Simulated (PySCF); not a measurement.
**Basis-set dependence of excited states**

Ethylamine, C2H7N.
Z-matrix (Å and degrees, PBE0-D3(BJ)/def2-SVP geometry), rows numbered from 1:
```
C 
C   1  1.5170
N   2  1.4511  1  110.79
H   1  1.1005  2  111.42  3  -177.19
H   1  1.1003  2  110.37  3   -56.26
H   1  1.1028  2  111.06  3    63.03
H   2  1.1123  1  108.87  3  -126.39
H   2  1.1037  1  109.01  3   118.71
H   3  1.0179  2  110.58  1   179.40
H   3  1.0193  2  109.94  1   -63.92
```

TDDFT with PBE0 (PySCF), vertical singlets, core orbitals frozen in the response, spherical d and f functions. One conformer (not necessarily the lowest) at the PBE0-D3(BJ)/def2-SVP geometry, without solvent, vibrations or thermal averaging.

Question: Compare 6-31G*, 6-31+G*, def2-SVP, def2-SVPD, aug-cc-pVDZ, def2-TZVP, def2-TZVPD and aug-cc-pVTZ for this molecule.

Answer: 

| basis | functions | diffuse | S1 (eV) | S2 (eV) | S3 (eV) | S4 (eV) | S5 (eV) | LUMO (eV) | α (au) |
| --- | --- | --- | --- | --- | --- | --- | --- | --- | --- |
| 6-31G* | 56 | no | 7.43 | 8.89 | 8.99 | 9.97 | 10.14 | 2.68 | 29.7 |
| 6-31+G* | 68 | yes | 5.83 | 6.81 | 6.93 | 7.25 | 7.99 | 0.41 | 33.7 |
| def2-SVP | 77 | no | 6.78 | 8.07 | 8.12 | 8.98 | 9.38 | 1.83 | 30.8 |
| def2-SVPD | 116 | yes | 6.28 | 7.29 | 7.44 | 8.11 | 8.59 | 0.81 | 37.2 |
| aug-cc-pVDZ | 132 | yes | 5.57 | 6.37 | 6.39 | 6.65 | 7.24 | -0.09 | 38.5 |
| def2-TZVP | 135 | no | 6.41 | 7.65 | 7.75 | 8.54 | 8.89 | 1.12 | 35.2 |
| def2-TZVPD | 174 | yes | 5.91 | 6.85 | 6.94 | 7.54 | 8.09 | 0.37 | 38.3 |
| aug-cc-pVTZ | 299 | yes | 5.58 | 6.36 | 6.38 | 6.61 | 7.18 | -0.12 | 38.7 |

States are compared by their number. Against the largest diffuse basis here (aug-cc-pVTZ, itself not a converged limit), sets without diffuse functions differ by up to 1.85 eV in S1 and 2.96 eV in S5; the smaller diffuse sets differ by up to 0.70 and 1.41 eV. State by state, the largest deviation of a set without diffuse functions is S1 1.85, S2 2.53, S3 2.61, S4 3.37, S5 2.96 eV. The same number needn't mean the same state in each row. Against aug-cc-pVTZ the polarisability deviates by -23% in 6-31G*, -13% in 6-31+G*, -20% in def2-SVP, -4% in def2-SVPD, 0% in aug-cc-pVDZ, -9% in def2-TZVP, -1% in def2-TZVPD. A single + in a Pople set puts diffuse functions on heavy atoms only.
